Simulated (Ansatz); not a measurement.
Geometry optimisation, RKS PBE0/6-31G* in Ansatz 0.2.0.

The input (input.yaml):

```yaml
crystal:
  periodic: [false, false, false]
  atoms:
    - { symbol: Si, position_ang: [0.342303, -0.0292, -0.022247] }
    - { symbol: Cl, position_ang: [1.002756, 0.062417, 1.976422] }
    - { symbol: H, position_ang: [1.538599, 0.101586, -0.888802] }
    - { symbol: H, position_ang: [-0.591497, 1.097619, -0.259482] }
    - { symbol: H, position_ang: [-0.323682, -1.330634, -0.240774] }
    - { symbol: Si, position_ang: [-2.85614, 0.021909, 1.225125] }
    - { symbol: H, position_ang: [-2.870184, -0.865243, 0.031597] }
    - { symbol: H, position_ang: [-3.942225, -0.400013, 2.146364] }
    - { symbol: H, position_ang: [-3.098706, 1.427354, 0.801696] }
    - { symbol: H, position_ang: [-1.567624, -0.085793, 1.924402] }
basis:
  gaussian: { orbitals: "6-31G*" }
hamiltonian:
  xc: pbe0
relax:
  f_tol: 0.03
  max_steps: 50
```

Command:

```bash
$ ansatz run input.yaml --threads 1 --pin off --max-ram 2048MiB --backend cpu --events-out ev --progress --plain --runs-dir out
```

Where does it end, and by what steps?

The run converged. The force dipped under the threshold on the way, but the program's further checks kept it going. After 8 steps the energy has fallen by 0.189 eV; Cl2 moved furthest, 0.78 Å.

| step | energy less start (eV) | largest force component (eV/Å) | accepted |
| --- | --- | --- | --- |
| 0 | 0.0000 | 0.643 | yes |
| 1 | -0.1280 | 0.221 | yes |
| 2 | -0.1769 | 0.056 | yes |
| 3 | -0.1804 | 0.238 | yes |
| 4 | -0.1872 | 0.085 | yes |
| 5 | -0.1884 | 0.008 | yes |
| 6 | -0.1888 | 0.025 | yes |
| 7 | -0.1890 | 0.017 | yes |
| 8 | -0.1891 | 0.012 | yes |

```xyz
10
Properties=species:S:1:pos:R:3
Si 0.843 -0.037 -0.133
Cl 1.737 0.094 1.723
H 1.889 0.128 -1.174
H -0.170 1.040 -0.250
H 0.197 -1.367 -0.257
Si -3.373 0.029 1.359
H -3.330 -0.831 0.144
H -4.520 -0.378 2.214
H -3.535 1.450 0.950
H -2.103 -0.127 2.118
```

Whether the end is a true minimum wasn't checked by a vibrational analysis.

Time of the run: 30 s on 1 thread of Arm Neoverse V1 (shared host), peak memory 0.14 GiB.
